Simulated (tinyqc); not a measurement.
Worked calculation (part 1 of 2): RHF in the sto-6g basis, for H2O, spin multiplicity 1. Computed by tinyqc, a small Python program that keeps every step (integrals from PySCF). Settings: charge = 0, multiplicity = 1, basis = sto-6g, energy threshold = 1e-10, iteration cap = 50, orthogonalisation = symmetric, start = Wolfsberg-Helmholz matrix, DIIS depth = 0, damping = 0.5, shift = 0.2, method = RHF. Command: `OMP_NUM_THREADS=1 python tinyqc.py 21658 21659 out.jsonl` (the two numbers bound the seeds that draw the settings). One thread of a shared host (Intel(R) Xeon(R) Processor @ 2.60GHz), about 0.2 s of CPU time with the checks. Later iterations appear only in the table of the cycle.

## One-electron integrals

Geometry (angstrom):
```
atom         x          y         z
O     0.000000   0.000000  0.000000
H     0.000000   0.914000  0.669000
H     0.000000  -0.914000  0.669000
```

Basis sto-6g: exponents (1/bohr^2) and contraction coefficients of normalised primitives:
```
element  l (shell)     exponent  coefficient
O            s (1)  1355.584234     0.009164
O            s (1)   248.544885     0.049361
O            s (1)    69.533902     0.168538
O            s (1)    23.886772     0.370563
O            s (1)     9.275933     0.416492
O            s (1)     3.820341     0.130334
O            s (2)    52.187762    -0.013253
O            s (2)    10.329320    -0.046992
O            s (2)     3.210345    -0.033785
O            s (2)     1.235135     0.250242
O            s (2)     0.536420     0.595117
O            s (2)     0.245881     0.240706
O            p (3)    52.187762     0.003760
O            p (3)    10.329320     0.037679
O            p (3)     3.210345     0.173897
O            p (3)     1.235135     0.418036
O            p (3)     0.536420     0.425860
O            p (3)     0.245881     0.101708
H            s (1)    35.523221     0.009164
H            s (1)     6.513144     0.049361
H            s (1)     1.822143     0.168538
H            s (1)     0.625955     0.370563
H            s (1)     0.243077     0.416492
H            s (1)     0.100112     0.130334
```

Overlap, kinetic and nuclear-attraction integrals over the contracted functions; the nuclear repulsion is the sum of Za Zb / Rab.

nuclear repulsion = 7.76455083 hartree

overlap S, lower triangle:
```
           1O 1s     1O 2s    1O 2px     1O 2py    1O 2pz     2H 1s     3H 1s
1O 1s   1.000000
1O 2s   0.231145  1.000000
1O 2px  0.000000  0.000000  1.000000
1O 2py  0.000000  0.000000  0.000000   1.000000
1O 2pz  0.000000  0.000000  0.000000   0.000000  1.000000
2H 1s   0.037005  0.369684  0.000000   0.264356  0.193495  1.000000
3H 1s   0.037005  0.369684  0.000000  -0.264356  0.193495  0.157251  1.000000
```

kinetic energy T (hartree), lower triangle:
```
            1O 1s     1O 2s    1O 2px     1O 2py    1O 2pz      2H 1s     3H 1s
1O 1s   29.327197
1O 2s   -0.896024  0.842618
1O 2px   0.000000  0.000000  2.531309
1O 2py   0.000000  0.000000  0.000000   2.531309
1O 2pz   0.000000  0.000000  0.000000   0.000000  2.531309
2H 1s   -0.006179  0.059024  0.000000   0.134843  0.098698   0.768522
3H 1s   -0.006179  0.059024  0.000000  -0.134843  0.098698  -0.008804  0.768522
```

nuclear attraction V (hartree), lower triangle:
```
             1O 1s      1O 2s     1O 2px     1O 2py     1O 2pz      2H 1s      3H 1s
1O 1s   -62.192699
1O 2s    -6.367259  -9.930520
1O 2px    0.000000   0.000000  -9.874209
1O 2py    0.000000   0.000000   0.000000  -9.983420
1O 2pz   -0.013855  -0.160994   0.000000   0.000000  -9.932719
2H 1s    -1.164488  -2.798738   0.000000  -1.769396  -1.335459  -5.198682
3H 1s    -1.164488  -2.798738   0.000000   1.769396  -1.335459  -0.909569  -5.198682
```

core Hamiltonian H = T + V (hartree), lower triangle:
```
             1O 1s      1O 2s     1O 2px     1O 2py     1O 2pz      2H 1s      3H 1s
1O 1s   -32.865501
1O 2s    -7.263284  -9.087901
1O 2px    0.000000   0.000000  -7.342901
1O 2py    0.000000   0.000000   0.000000  -7.452111
1O 2pz   -0.013855  -0.160994   0.000000   0.000000  -7.401410
2H 1s    -1.170668  -2.739714   0.000000  -1.634553  -1.236761  -4.430160
3H 1s    -1.170668  -2.739714   0.000000   1.634553  -1.236761  -0.918373  -4.430160
```

## Two-electron integrals

Functions are numbered as in S; the eight-fold symmetry (ij|kl) = (ji|kl) = (kl|ij) leaves the list below.

Two-electron integrals (ij|kl) in chemists' order, unique and non-zero (hartree):
```
(11|11) 4.787491    (21|11) 0.675884    (21|21) 0.121505    (22|11) 1.117379
(22|21) 0.249212    (22|22) 0.817383    (31|31) 0.025762    (32|31) 0.039145
(32|32) 0.180664    (33|11) 1.117381    (33|21) 0.249212    (33|22) 0.817382
(33|33) 0.880663    (41|41) 0.025762    (42|41) 0.039145    (42|42) 0.180664
(43|43) 0.047461    (44|11) 1.117381    (44|21) 0.249212    (44|22) 0.817382
(44|33) 0.785741    (44|44) 0.880663    (51|51) 0.025762    (52|51) 0.039145
(52|52) 0.180664    (53|53) 0.047461    (54|54) 0.047461    (55|11) 1.117381
(55|21) 0.249212    (55|22) 0.817382    (55|33) 0.785741    (55|44) 0.785741
(55|55) 0.880663    (61|11) 0.115162    (61|21) 0.019855    (61|22) 0.039870
(61|33) 0.039785    (61|41) 0.000786    (61|42) 0.001541    (61|44) 0.039950
(61|51) 0.000575    (61|52) 0.001128    (61|54) 0.000121    (61|55) 0.039874
(61|61) 0.003307    (62|11) 0.295779    (62|21) 0.066969    (62|22) 0.245209
(62|33) 0.241036    (62|41) 0.004344    (62|42) 0.032837    (62|44) 0.249188
(62|51) 0.003180    (62|52) 0.024035    (62|54) 0.005967    (62|55) 0.245403
(62|61) 0.011017    (62|62) 0.093854    (63|31) 0.007229    (63|32) 0.041387
(63|43) 0.006685    (63|53) 0.004893    (63|63) 0.012842    (64|11) 0.178491
(64|21) 0.040966    (64|22) 0.159928    (64|33) 0.152866    (64|41) 0.009515
(64|42) 0.061297    (64|44) 0.171325    (64|51) 0.001673    (64|52) 0.014573
(64|54) 0.008618    (64|55) 0.155593    (64|61) 0.007027    (64|62) 0.074394
(64|64) 0.071089    (65|11) 0.130646    (65|21) 0.029985    (65|22) 0.117059
(65|33) 0.111890    (65|41) 0.001673    (65|42) 0.014573    (65|44) 0.115615
(65|51) 0.008454    (65|52) 0.052054    (65|54) 0.009412    (65|55) 0.123672
(65|61) 0.005144    (65|62) 0.054453    (65|64) 0.042633    (65|65) 0.044048
(66|11) 0.458411    (66|21) 0.105718    (66|22) 0.444238    (66|33) 0.427143
(66|41) 0.008379    (66|42) 0.088056    (66|44) 0.460537    (66|51) 0.006133
(66|52) 0.064453    (66|54) 0.024443    (66|55) 0.445034    (66|61) 0.017539
(66|62) 0.221791    (66|64) 0.200316    (66|65) 0.146621    (66|66) 0.774999
(71|11) 0.115162    (71|21) 0.019855    (71|22) 0.039870    (71|33) 0.039785
(71|41) -0.000786   (71|42) -0.001541   (71|44) 0.039950    (71|51) 0.000575
(71|52) 0.001128    (71|54) -0.000121   (71|55) 0.039874    (71|61) 0.003255
(71|62) 0.010627    (71|64) 0.006212    (71|65) 0.004966    (71|66) 0.016738
(71|71) 0.003307    (72|11) 0.295779    (72|21) 0.066969    (72|22) 0.245209
(72|33) 0.241036    (72|41) -0.004344   (72|42) -0.032837   (72|44) 0.249188
(72|51) 0.003180    (72|52) 0.024035    (72|54) -0.005967   (72|55) 0.245403
(72|61) 0.010627    (72|62) 0.073862    (72|64) 0.040862    (72|65) 0.041634
(72|66) 0.139722    (72|71) 0.011017    (72|72) 0.093854    (73|31) 0.007229
(73|32) 0.041387    (73|43) -0.006685   (73|53) 0.004893    (73|63) 0.009714
(73|73) 0.012842    (74|11) -0.178491   (74|21) -0.040966   (74|22) -0.159928
(74|33) -0.152866   (74|41) 0.009515    (74|42) 0.061297    (74|44) -0.171325
(74|51) -0.001673   (74|52) -0.014573   (74|54) 0.008618    (74|55) -0.155593
(74|61) -0.006212   (74|62) -0.040862   (74|64) -0.013512   (74|65) -0.022579
(74|66) -0.070878   (74|71) -0.007027   (74|72) -0.074394   (74|74) 0.071089
(75|11) 0.130646    (75|21) 0.029985    (75|22) 0.117059    (75|33) 0.111890
(75|41) -0.001673   (75|42) -0.014573   (75|44) 0.115615    (75|51) 0.008454
(75|52) 0.052054    (75|54) -0.009412   (75|55) 0.123672    (75|61) 0.004966
(75|62) 0.041634    (75|64) 0.022579    (75|65) 0.032776    (75|66) 0.085583
(75|71) 0.005144    (75|72) 0.054453    (75|74) -0.042633   (75|75) 0.044048
(76|11) 0.090779    (76|21) 0.020765    (76|22) 0.082441    (76|33) 0.080597
(76|44) 0.082234    (76|51) 0.001551    (76|52) 0.013924    (76|55) 0.084491
(76|61) 0.003375    (76|62) 0.031166    (76|64) 0.021503    (76|65) 0.020352
(76|66) 0.076657    (76|71) 0.003375    (76|72) 0.031166    (76|74) -0.021503
(76|75) 0.020352    (76|76) 0.013028    (77|11) 0.458411    (77|21) 0.105718
(77|22) 0.444238    (77|33) 0.427143    (77|41) -0.008379   (77|42) -0.088056
(77|44) 0.460537    (77|51) 0.006133    (77|52) 0.064453    (77|54) -0.024443
(77|55) 0.445034    (77|61) 0.016738    (77|62) 0.139722    (77|64) 0.070878
(77|65) 0.085583    (77|66) 0.287625    (77|71) 0.017539    (77|72) 0.221791
(77|74) -0.200316   (77|75) 0.146621    (77|76) 0.076657    (77|77) 0.774999
```

## Orthogonalisation

S = U s U^T; symmetric (Loewdin) form X = U s^(-1/2) U^T, so that X^T S X = 1.

eigenvalues of S: 0.454669  0.539340  0.890946  1.000000  1.093702  1.303410  1.717933

X, lower triangle:
```
            1O 1s      1O 2s    1O 2px     1O 2py     1O 2pz      2H 1s     3H 1s
1O 1s    1.022256
1O 2s   -0.131692   1.143780
1O 2px   0.000000   0.000000  1.000000
1O 2py   0.000000   0.000000  0.000000   1.068800
1O 2pz  -0.006169   0.062989  0.000000   0.000000   1.032279
2H 1s    0.016883  -0.210874  0.000000  -0.168062  -0.108444   1.116041
3H 1s    0.016883  -0.210874  0.000000   0.168062  -0.108444  -0.052729  1.116041
```

## Starting guess

The start is the generalised Wolfsberg-Helmholz matrix (K = 1.75) built on H; D = 2 C_occ C_occ^T.

D at the start, lower triangle:
```
            1O 1s      1O 2s    1O 2px     1O 2py    1O 2pz     2H 1s     3H 1s
1O 1s    2.068813
1O 2s   -0.291896   1.327221
1O 2px   0.000000   0.000000  2.000000
1O 2py   0.000000   0.000000  0.000000   1.540536
1O 2pz   0.086149  -0.329033  0.000000   0.000000  1.865146
2H 1s   -0.126054   0.353756  0.000000   0.325134  0.119501  0.188221
3H 1s   -0.126054   0.353756  0.000000  -0.325134  0.119501  0.050981  0.188221
```

## Iteration 1: building the Fock matrix

J_ij = sum D_kl (ij|kl), K_ij = sum D_kl (ik|jl); F = H + J - 0.5 K; E = tr D H + tr D J / 2 - 0.25 tr D K + E_nn.

Coulomb J (hartree), lower triangle:
```
            1O 1s      1O 2s    1O 2px     1O 2py    1O 2pz     2H 1s     3H 1s
1O 1s   17.869937
1O 2s    3.199543   8.435972
1O 2px   0.000000   0.000000  8.430635
1O 2py   0.000000   0.000000  0.000000   8.436998
1O 2pz  -0.008428  -0.009185  0.000000   0.000000  8.440279
2H 1s    0.525894   2.489001  0.000000   1.610218  1.179878  4.515510
3H 1s    0.525894   2.489001  0.000000  -1.610218  1.179878  0.831951  4.515510
```

exchange K (hartree), lower triangle:
```
           1O 1s      1O 2s    1O 2px     1O 2py    1O 2pz     2H 1s     3H 1s
1O 1s   9.783275
1O 2s   1.585118   2.577610
1O 2px  0.000000   0.000000  2.264966
1O 2py  0.000000   0.000000  0.000000   2.144620
1O 2pz  0.007691  -0.102891  0.000000   0.000000  2.241503
2H 1s   0.272697   0.909565  0.000000   0.560560  0.375082  0.793402
3H 1s   0.272697   0.909565  0.000000  -0.560560  0.375082  0.284995  0.793402
```

Fock matrix F (hartree), lower triangle:
```
             1O 1s      1O 2s     1O 2px     1O 2py     1O 2pz      2H 1s      3H 1s
1O 1s   -19.887201
1O 2s    -4.856300  -1.940735
1O 2px    0.000000   0.000000  -0.044749
1O 2py    0.000000   0.000000   0.000000  -0.087423
1O 2pz   -0.026129  -0.118733   0.000000   0.000000  -0.081882
2H 1s    -0.781122  -0.705496   0.000000  -0.304614  -0.244424  -0.311351
3H 1s    -0.781122  -0.705496   0.000000   0.304614  -0.244424  -0.228919  -0.311351
```

total energy of this density = -75.18086616 hartree

This density is the starting one.

## Iteration 1: diagonalisation and new density

A level shift of 0.2 hartree raises the virtual space: F + shift (S - S D(s) S), with D(s) the density of one spin (D/2). Diagonalise F' = X^T F X, C = X C', fill 5 alpha and 5 beta electrons from the bottom; D = 2 C_occ C_occ^T; the new density keeps 0.5 of the old one (damping). Each column has its largest component positive (the first on a tie).

F' = X^T F X (hartree), lower triangle:
```
            1          2          3          4          5          6         7
1  -19.554936
2   -2.524242  -0.823805
3    0.000000   0.000000  -0.044749
4    0.000000   0.000000   0.000000   0.147903
5   -0.044782   0.055274   0.000000   0.000000   0.017897
6   -0.082486  -0.472604   0.000000  -0.418679  -0.258574   0.185986
7   -0.082486  -0.472604   0.000000   0.418679  -0.258574  -0.102247  0.185986
```

orbital energies (hartree): MO1 -19.891301, MO2 -0.935321, MO3 -0.378176, MO4 -0.133674, MO5 -0.044749, MO6 0.683192, MO7 0.814313

coefficients C:
```
              MO1        MO2        MO3        MO4       MO5        MO6        MO7
1O 1s    0.996216  -0.206850   0.000000   0.100561  0.000000  -0.132714   0.000000
1O 2s    0.017036   0.766750   0.000000  -0.483878  0.000000   0.772104   0.000000
1O 2px   0.000000   0.000000   0.000000   0.000000  1.000000   0.000000   0.000000
1O 2py   0.000000   0.000000   0.641123   0.000000  0.000000   0.000000   0.887572
1O 2pz   0.002722   0.136001   0.000000   0.829087  0.000000   0.622284   0.000000
2H 1s   -0.003543   0.240338   0.423289   0.211275  0.000000  -0.720706  -0.729441
3H 1s   -0.003543   0.240338  -0.423289   0.211275  0.000000  -0.720706   0.729441
```

D after iteration 1, lower triangle:
```
            1O 1s      1O 2s    1O 2px     1O 2py    1O 2pz      2H 1s     3H 1s
1O 1s    2.079752
1O 2s   -0.336238   1.485945
1O 2px   0.000000   0.000000  2.000000
1O 2py   0.000000   0.000000  0.000000   1.181307
1O 2pz   0.101028  -0.461369  0.000000   0.000000  1.638461
2H 1s   -0.095024   0.258865  0.000000   0.433947  0.267593   0.375696
3H 1s   -0.095024   0.258865  0.000000  -0.433947  0.267593  -0.051271  0.375696
```

## Iteration 2: building the Fock matrix

As before.

Coulomb J (hartree), lower triangle:
```
            1O 1s      1O 2s    1O 2px     1O 2py    1O 2pz     2H 1s     3H 1s
1O 1s   17.595459
1O 2s    3.137731   8.277452
1O 2px   0.000000   0.000000  8.280059
1O 2py   0.000000   0.000000  0.000000   8.271678
1O 2pz  -0.011439  -0.006323  0.000000   0.000000  8.280617
2H 1s    0.515961   2.458263  0.000000   1.596418  1.172844  4.543315
3H 1s    0.515961   2.458263  0.000000  -1.596418  1.172844  0.827939  4.543315
```

exchange K (hartree), lower triangle:
```
           1O 1s      1O 2s    1O 2px     1O 2py    1O 2pz     2H 1s     3H 1s
1O 1s   9.787914
1O 2s   1.558025   2.544579
1O 2px  0.000000   0.000000  2.256469
1O 2py  0.000000   0.000000  0.000000   1.929995
1O 2pz  0.004397  -0.150922  0.000000   0.000000  2.118766
2H 1s   0.271509   0.899658  0.000000   0.583429  0.408042  0.931296
3H 1s   0.271509   0.899658  0.000000  -0.583429  0.408042  0.269813  0.931296
```

Fock matrix F (hartree), lower triangle:
```
             1O 1s      1O 2s     1O 2px     1O 2py     1O 2pz      2H 1s      3H 1s
1O 1s   -20.163999
1O 2s    -4.904566  -2.082738
1O 2px    0.000000   0.000000  -0.191076
1O 2py    0.000000   0.000000   0.000000  -0.145431
1O 2pz   -0.027493  -0.091855   0.000000   0.000000  -0.180176
2H 1s    -0.790461  -0.731279   0.000000  -0.329849  -0.267938  -0.352493
3H 1s    -0.790461  -0.731279   0.000000   0.329849  -0.267938  -0.225341  -0.352493
```

total energy of this density = -75.38053106 hartree

This density is a damped mixture and is not idempotent.

## Iteration 2: diagonalisation and new density

As before.

F' = X^T F X (hartree), lower triangle:
```
            1          2          3          4          5          6         7
1  -19.834355
2   -2.519778  -0.982507
3    0.000000   0.000000  -0.191076
4    0.000000   0.000000   0.000000   0.124579
5   -0.049503   0.094979   0.000000   0.000000  -0.057745
6   -0.088614  -0.463353   0.000000  -0.441109  -0.288173   0.135716
7   -0.088614  -0.463353   0.000000   0.441109  -0.288173  -0.080643  0.135716
```

orbital energies (hartree): MO1 -20.167600, MO2 -1.039170, MO3 -0.455039, MO4 -0.270193, MO5 -0.191076, MO6 0.657431, MO7 0.795977

coefficients C:
```
              MO1        MO2        MO3        MO4       MO5        MO6        MO7
1O 1s    0.996492  -0.214476   0.000000   0.094732  0.000000  -0.122427   0.000000
1O 2s    0.015791   0.811172   0.000000  -0.475302  0.000000   0.730971   0.000000
1O 2px   0.000000   0.000000   0.000000   0.000000  1.000000   0.000000   0.000000
1O 2py   0.000000   0.000000   0.621208   0.000000  0.000000   0.000000   0.901623
1O 2pz   0.002611   0.110854   0.000000   0.808361  0.000000   0.653746   0.000000
2H 1s   -0.003183   0.209471   0.439421   0.253284  0.000000  -0.716791  -0.719838
3H 1s   -0.003183   0.209471  -0.439421   0.253284  0.000000  -0.716791   0.719838
```

D after iteration 2, lower triangle:
```
            1O 1s      1O 2s    1O 2px     1O 2py    1O 2pz      2H 1s     3H 1s
1O 1s    2.087847
1O 2s   -0.371387   1.627134
1O 2px   0.000000   0.000000  2.000000
1O 2py   0.000000   0.000000  0.000000   0.976553
1O 2pz   0.105918  -0.524937  0.000000   0.000000  1.484973
2H 1s   -0.071616   0.178913  0.000000   0.489945  0.361753   0.488979
3H 1s   -0.071616   0.178913  0.000000  -0.489945  0.361753  -0.110685  0.488979
```

## Iteration 45 (converged): orbitals

converged F (hartree), lower triangle:
```
             1O 1s      1O 2s     1O 2px     1O 2py     1O 2pz      2H 1s      3H 1s
1O 1s   -20.521606
1O 2s    -4.963827  -2.299207
1O 2px    0.000000   0.000000  -0.390728
1O 2py    0.000000   0.000000   0.000000  -0.225732
1O 2pz   -0.024031  -0.063101   0.000000   0.000000  -0.266599
2H 1s    -0.801921  -0.750997   0.000000  -0.354513  -0.304742  -0.389830
3H 1s    -0.801921  -0.750997   0.000000   0.354513  -0.304742  -0.216653  -0.389830
```

Diagonalise F' = X^T F X, C = X C', fill 5 alpha and 5 beta electrons from the bottom; D = 2 C_occ C_occ^T. Each column has its largest component positive (the first on a tie).

F' = X^T F X (hartree), lower triangle:
```
            1          2          3          4          5          6          7
1  -20.197337
2   -2.500005  -1.280465
3    0.000000   0.000000  -0.390728
4    0.000000   0.000000   0.000000  -0.012926
5   -0.044112   0.095429   0.000000   0.000000  -0.157467
6   -0.104842  -0.383911   0.000000  -0.388314  -0.283663  -0.028649
7   -0.104842  -0.383911   0.000000   0.388314  -0.283663  -0.057875  -0.028649
```

orbital energies (hartree): MO1 -20.524522, MO2 -1.204437, MO3 -0.541413, MO4 -0.429511, MO5 -0.390728, MO6 0.436677, MO7 0.557713

coefficients C:
```
              MO1        MO2        MO3        MO4       MO5        MO6        MO7
1O 1s    0.996882  -0.229052   0.000000   0.082604  0.000000  -0.099487   0.000000
1O 2s    0.014021   0.899979   0.000000  -0.453793  0.000000   0.634345   0.000000
1O 2px   0.000000   0.000000   0.000000   0.000000  1.000000   0.000000   0.000000
1O 2py   0.000000   0.000000   0.605303   0.000000  0.000000   0.000000   0.912377
1O 2pz   0.002190   0.075479   0.000000   0.753226  0.000000   0.721162   0.000000
2H 1s   -0.002661   0.136019   0.451975   0.336950  0.000000  -0.699847  -0.712022
3H 1s   -0.002661   0.136019  -0.451975   0.336950  0.000000  -0.699847   0.712022
```

D after iteration 45, lower triangle:
```
            1O 1s      1O 2s    1O 2px     1O 2py    1O 2pz      2H 1s     3H 1s
1O 1s    2.106123
1O 2s   -0.459300   2.032173
1O 2px   0.000000   0.000000  2.000000
1O 2py   0.000000   0.000000  0.000000   0.732784
1O 2pz   0.094228  -0.547697  0.000000   0.000000  1.146104
2H 1s   -0.011950  -0.061058  0.000000   0.547163  0.528122   0.672650
3H 1s   -0.011950  -0.061058  0.000000  -0.547163  0.528122  -0.144474  0.672650
```
